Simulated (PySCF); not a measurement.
Induced dipoles and field energies

Species: thiane, C5H10S.
Atom-mapped SMILES: `[CH2:1]1[CH2:2][CH2:3][S:4][CH2:5][CH2:6]1` (hydrogens: H7, H8 on C1; H9, H10 on C2; H11, H12 on C3; H13, H14 on C5; H15, H16 on C6)

Geometry (GFN2-xTB, Å), atoms numbered from 1 in this order:
```xyz
16
C5H10S angstrom
C     -0.0427   -1.1849    0.1793
C     -1.3268   -0.4114   -0.1146
C     -1.2553    1.0185    0.3947
S      0.0417    1.9583   -0.4688
C      1.4248    0.8570   -0.0367
C      1.1660   -0.5615   -0.5164
H      0.1304   -1.2053    1.2591
H     -0.1593   -2.2162   -0.1598
H     -2.1729   -0.9133    0.3621
H     -1.5048   -0.3970   -1.1923
H     -2.1846    1.5531    0.2042
H     -1.0357    1.0502    1.4635
H      1.5546    0.8932    1.0466
H      2.3041    1.2833   -0.5173
H      0.9985   -0.5476   -1.5958
H      2.0543   -1.1674   -0.3192
```

Level: wB97X-D/def2-SVPD (PySCF); nuclei fixed, core orbitals frozen in the response. Permanent dipole (0.025, -1.822, 0.838) D (1 au = 2.5417 D). Static polarisability (au):

```
x   81.25 -0.32 -2.36
y   -0.32 81.56 -1.93
z   -2.36 -1.93 67.71
```

Only the terms in μ and α are kept: μ(F) = μ + αF and ΔE = −μ·F − ½ F·αF.

Problem. A field of 0.002 au (0.103 V/Å) is applied along each axis in both senses. Find the induced dipole, the size of the total dipole and the two energy terms.

Solution. 
```csv
field along,induced x (D),induced y (D),induced z (D),total size (D),−μ·F (kJ/mol),−½F·αF (kJ/mol)
+x,0.413,-0.002,-0.012,2.049,-0.052,-0.427
−x,-0.413,0.002,0.012,2.046,+0.052,-0.427
+y,-0.002,0.415,-0.010,1.633,+3.764,-0.428
−y,0.002,-0.415,0.010,2.392,-3.764,-0.428
+z,-0.012,-0.010,0.344,2.180,-1.731,-0.356
−z,0.012,0.010,-0.344,1.879,+1.731,-0.356
```

Problem. For the field (0.0002, 0.0018, 0.0010) au, what is the induced dipole, and what angle does it make with the field?

Solution. αF = (0.034, 0.368, 0.162) D, at 5.3° to the field. The polarisability along this direction, F·αF/F², is 76.42 au, against a mean of 76.84 au.

Problem. Which field along μ doubles the dipole in that direction (linear response)?

Solution. The polarisability along the dipole is 80.59 au, so F = 0.7891 au / 80.59 au = 0.0098 au = 0.50 V/Å; higher-order terms are ignored.

Problem. What field makes μF equal to kT at 400 K?

Solution. kT = 1.2667 × 10⁻³ Eh, so F = 0.00161 au = 8.25 MV/cm.

Problem. A unit point charge sits 10 Å away. Estimate the induction energy −αe²/2R⁴ with the mean polarisability, treating the molecule as a point.

Solution. R = 18.90 bohr, so the energy is −76.8/(2 × 18.90⁴) Eh = -0.791 kJ/mol. The charge–dipole term at its most favourable orientation, −μe/R², is -5.8 kJ/mol.

One conformer (not necessarily the lowest) at the GFN2-xTB geometry, without solvent, vibrations or thermal averaging.

wB97X-D is run here without its empirical dispersion term; that term would change no orbital, density or response property at a fixed geometry.
